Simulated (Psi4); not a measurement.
# H3S+ (sulfonium): levels of theory compared

Aim: a comparison of 3 runs (HF/3-21G, B3LYP/6-31G*, LCCD/aug-cc-pVDZ) of H3S+ (sulfonium). Input form: a Python script.

The calculation is run with Psi4 1.11.

3 further runs of the same task are left out: 1 that didn't finish, 2 set aside as unsound or not needed.

## Step 1: The system as given

The species is H3S+ (4 atoms), meant as a singlet with charge +1. SMILES: `[SH3+]`. The coordinates come from a GFN2-xTB relaxation.

Bond lengths: S1–H2 1.356 Å, S1–H3 1.355 Å, S1–H4 1.355 Å. Angles: H2–S1–H3 93.7°, H2–S1–H4 93.7°, H3–S1–H4 93.7°.

## Step 2: The energy at HF/3-21G (run 1)

calc.py

```python
import psi4

psi4.set_memory(1600000000)
psi4.set_num_threads(1)
psi4.set_output_file('run.log', False)

mol = psi4.geometry("""
1 1
S      0.301620    -0.100910    -0.445950
H      0.848020     0.280920     0.734350
H     -0.494150    -1.037930     0.125030
H     -0.655500     0.857920    -0.413440
units angstrom
symmetry c1
""")

options = {'basis': '3-21G', 'reference': 'rhf', 'puream': True, 'e_convergence': 1e-09, 'd_convergence': 1e-08, 'scf_type': 'pk'}
psi4.set_options(options)

energy_value, wavefunction = psi4.energy('hf', return_wfn=True)
psi4.oeprop(wavefunction, 'LOWDIN_CHARGES', 'QUADRUPOLE', 'DIPOLE')
print('E =', round(energy_value, 9))
```

Command:

```sh
python calc.py
```

run.log:

```text
[...]
  Running in c1 symmetry.
[...]
  Nuclear repulsion =   19.543150805021565
[...]
  Multiplicity = 1
[...]
  Nalpha       = 9
  Nbeta        = 9
[...]
    Number of basis functions: 19
[...]
   @RHF iter   1:  -396.91656454324306    2.93669e-01   1.02100e-02 DIIS/ADIIS
[...]
   @RHF iter   9:  -396.94945669145420    3.41061e-13   1.87172e-09 DIIS
[...]
    Orbital Energies [Eh]
    ---------------------
    Doubly Occupied:
       1A    -91.683296     2A     -9.288804     3A     -6.961259
       4A     -6.961258     5A     -6.958406     6A     -1.373019
       7A     -0.905594     8A     -0.905549     9A     -0.787488
[...]
  @RHF Final Energy:  -396.94945669145420
   => Energetics <=
    Nuclear Repulsion Energy =             19.5431508050215648
    One-Electron Energy =                -581.3358677371779777
    Two-Electron Energy =                 164.8432602407021932
    Total Energy =                       -396.9494566914542020
[...]
 Multipole Moments:
 ------------------------------------------------------------------------------------
     Multipole            Electronic (a.u.)      Nuclear  (a.u.)        Total (a.u.)
 ------------------------------------------------------------------------------------
 L = 1.  Multiply by 2.5417464519 to convert [e a0] to [Debye]
 Dipole X            :          0.4279116           -1.0324127           -0.6045011
 Dipole Y            :         -0.1431508            0.3454012            0.2022504
 Dipole Z            :         -0.6325795            1.5264175            0.8938380
 Magnitude           :                                                    1.0978493
 L = 2.  Multiply by 1.3450342976 to convert [e a0^2] to [Debye ang]
 Quadrupole XX       :        -14.6552430            6.3814190           -8.2738240
 Quadrupole XY       :         -0.0449843            0.2033515            0.1583673
[...]
```

Standard output:

```text
E = -396.949456691
```

Wall time 1.7 s (1 thread of AMD EPYC 7B13 (Zen 3), shared host); peak memory 0.18 GiB.

## Step 3: The energy at B3LYP/6-31G(d) (spherical functions) (run 2)

h3s.py

```python
import psi4

psi4.set_memory('1600 MB')
psi4.set_num_threads(1)
psi4.set_output_file('h3s.out', False)

mol = psi4.geometry("""
1 1
S
H 1 1.355528
H 1 1.355461 2 93.70294
H 1 1.355172 3 93.69046 2 -93.95344
units angstrom
symmetry c1
""")

psi4.set_options({
    'basis': '6-31G*',
    'puream': True,
    'e_convergence': 1e-09,
    'd_convergence': 1e-08,
    'scf_type': 'pk',
    'dft_radial_points': 99,
    'dft_spherical_points': 590,
})

E, wfn = psi4.energy("B3LYP", return_wfn=True)
psi4.oeprop(wfn, "DIPOLE", "MAYER_INDICES", "QUADRUPOLE")
print(f'B3LYP energy: {E:.10f} Eh')
```

Command:

```sh
python h3s.py
```

h3s.out:

```text
[...]
  Running in c1 symmetry.
[...]
  Nuclear repulsion =   19.543148066633549
[...]
  Multiplicity = 1
[...]
  Nalpha       = 9
  Nbeta        = 9
[...]
    Number of basis functions: 24
[...]
   @RKS iter   1:  -399.65211368175602    2.77128e-01   4.08431e-03 DIIS/ADIIS
[...]
   @RKS iter   7:  -399.65855677889596   -3.88809e-11   7.97465e-09 DIIS
[...]
    Orbital Energies [Eh]
    ---------------------
    Doubly Occupied:
       1A    -89.219148     2A     -8.301481     3A     -6.262077
       4A     -6.262076     5A     -6.257324     6A     -1.105966
       7A     -0.763309     8A     -0.763280     9A     -0.660255
[...]
  @RKS Final Energy:  -399.65855677889596
   => Energetics <=
    Nuclear Repulsion Energy =             19.5431480666335489
    One-Electron Energy =                -584.0200788154357951
    Two-Electron Energy =                 186.1773448198848655
    DFT Exchange-Correlation Energy =     -21.3589708499785864
    Empirical Dispersion Energy =           0.0000000000000000
    VV10 Nonlocal Energy =                  0.0000000000000000
    Total Energy =                       -399.6585567788959565
[...]
 Multipole Moments:
 ------------------------------------------------------------------------------------
     Multipole            Electronic (a.u.)      Nuclear  (a.u.)        Total (a.u.)
 ------------------------------------------------------------------------------------
 L = 1.  Multiply by 2.5417464519 to convert [e a0] to [Debye]
 Dipole X            :         -0.6463335            1.1544838            0.5081502
 Dipole Y            :         -0.6033905            1.0778293            0.4744387
 Dipole Z            :         -0.5655165            1.0102376            0.4447212
 Magnitude           :                                                    0.8252792
 L = 2.  Multiply by 1.3450342976 to convert [e a0^2] to [Debye ang]
 Quadrupole XX       :        -14.0317670            6.2280558           -7.8037112
 Quadrupole XY       :          0.1959860           -0.7022845           -0.5062985
[...]
```

Standard output:

```text
B3LYP energy: -399.6585567789 Eh
```

Wall time 3.9 s (1 thread of AMD EPYC 7B13 (Zen 3), shared host); peak memory 0.36 GiB.

## Step 4: Energy and forces at LCCD/aug-cc-pVDZ (run 3)

h3s.xyz

```xyz
4
H3S
S      0.301620    -0.100910    -0.445950
H      0.848020     0.280920     0.734350
H     -0.494150    -1.037930     0.125030
H     -0.655500     0.857920    -0.413440
```

calc.py

```python
import psi4

psi4.set_memory('1600 MB')
psi4.set_num_threads(1)
psi4.set_output_file('h3s.out', False)

with open('h3s.xyz') as f:
    atoms = ''.join(f.readlines()[2:])
m = psi4.geometry('1 1\n' + atoms + 'no_reorient\nno_com')

psi4.set_options({
    'reference': 'rhf',
    'cc_type': 'conv',
    'scf_type': 'pk',
    'freeze_core': -2,
})

result = psi4.gradient("lccd/aug-cc-pVDZ")
print('gradient / Eh bohr^-1')
print(result.np.round(6))
```

Command:

```sh
python calc.py
```

h3s.out:

```text
[...]
  Running in c1 symmetry.
[...]
  Nuclear repulsion =   19.543150805021565
[...]
  Multiplicity = 1
[...]
  Nalpha       = 9
  Nbeta        = 9
[...]
    Number of basis functions: 54
[...]
   @RHF iter   1:  -398.93081662946889    2.50875e-01   3.65840e-03 ADIIS/DIIS
[...]
      * SCS-MP2 total energy:                 -399.141206881914
[...]
      * MP2 total energy:                     -399.137028637645
[...]
      * SCS-MP2 total energy:                 -399.141177794426
[...]
      * MP2 total energy:                     -399.137002919367
[...]
   @RHF iter  11:  -398.97495298574540   -5.68434e-14   8.99672e-11 DIIS
[...]
    Orbital Energies [Eh]
    ---------------------
    Doubly Occupied:
       1A    -92.331662     2A     -9.330820     3A     -7.011743
       4A     -7.011740     5A     -7.010290     6A     -1.338495
       7A     -0.897212     8A     -0.897155     9A     -0.788549
[...]
  @RHF Final Energy:  -398.97495298574540
   => Energetics <=
    Nuclear Repulsion Energy =             19.5298689837085675
    One-Electron Energy =                -583.7743101621844062
    Two-Electron Energy =                 165.2694881927304777
    Total Energy =                       -398.9749529857454036
[...]
 Multipole Moments:
 ------------------------------------------------------------------------------------
     Multipole            Electronic (a.u.)      Nuclear  (a.u.)        Total (a.u.)
 ------------------------------------------------------------------------------------
 L = 1.  Multiply by 2.5417464519 to convert [e a0] to [Debye]
 Dipole X            :         -8.4494517            8.5496690            0.1002173
 Dipole Y            :          2.8265521           -2.8603839           -0.0338318
 Dipole Z            :         12.4918198          -12.6408694           -0.1490496
 Magnitude           :                                                    0.1827673
[...]
      * SCS-MP2 total energy:                 -399.141231591261
[...]
      * MP2 total energy:                     -399.137049990777
[...]
```

Standard output:

```text
gradient / Eh bohr^-1
[[-0.004386  0.001524  0.006303]
 [-0.003523 -0.001757 -0.005148]
 [ 0.003477  0.005139 -0.001991]
 [ 0.004432 -0.004906  0.000836]]
```

Wall time 33 s (1 thread of AMD EPYC 7B13 (Zen 3), shared host); peak memory 0.33 GiB.

## Step 5: All runs side by side

```
run                               level         integration grid      task  energy (Eh)  HOMO energy (eV)  LUMO energy (eV)  HOMO–LUMO gap (eV)  wall time
  1                            HF/3-21G                        –    energy  -396.949457            -21.43             -2.88               18.55      1.7 s
  2  B3LYP/6-31G* (spherical functions)  99 radial × 590 angular    energy  -399.658557            -17.97             -7.25               10.72      3.9 s
  3                    LCCD/aug-cc-pVDZ                        –  gradient  -399.167989                 –                 –                   –       33 s
```

## Step 6: Summary of results

```
                       quantity          value
            run 3: total energy  -399.16799 Eh
      run 3: correlation energy     -193.0 mEh
run 3: largest force on an atom     0.403 eV/Å
```

All runs together took 38 s, the longest 33 s.
